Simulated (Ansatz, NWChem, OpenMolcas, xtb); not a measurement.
## Loss of H2: C3H5N → C3H3N + H2

Gas-phase species: C3H5N (propanenitrile) `CCC#N`, singlet; C3H3N (acrylonitrile) `C=CC#N`, singlet; H2 (hydrogen), singlet. This is a balance of energies; it says nothing on the path, which may need atoms to shift.

Shapes, held fixed at every level: PBE0-D4/def2-TZVP. Programs: Ansatz 0.2.0, NWChem 7.3.0, OpenMolcas 26.06, xtb 6.7.1. A level may come from different programs for different species; with the same settings they agree closely. The zero-point and thermal change to 298 K, harmonic and unscaled (PBE0-D4/def2-TZVP), is -28.1 kJ/mol.

```csv
level,kind,ΔH(298 K) (kJ/mol)
GFN0-xTB,semi-empirical,-18.0
HF/STO-3G,Hartree–Fock,+256.0
HF/3-21G,Hartree–Fock,+150.6
HF/def2-SVP,Hartree–Fock,+147.4
B3LYP/6-31G* (Cartesian functions),global hybrid,+133.6
PBE0/def2-SVP,global hybrid,+157.9
```

PBE0/def2-SVP gives ΔH(298 K) = +157.9 kJ/mol; the levels span -18.0 to +256.0. They disagree on the sign: 5 of 6 are positive. GFN0-xTB strays far from the other rows. The median of the levels is +149.0. No measured value is set beside it here. PBE0/def2-SVP lies outside the range of the other correlated levels here, so it shouldn't be taken on trust. Rows in sets without polarisation functions are far from converged.
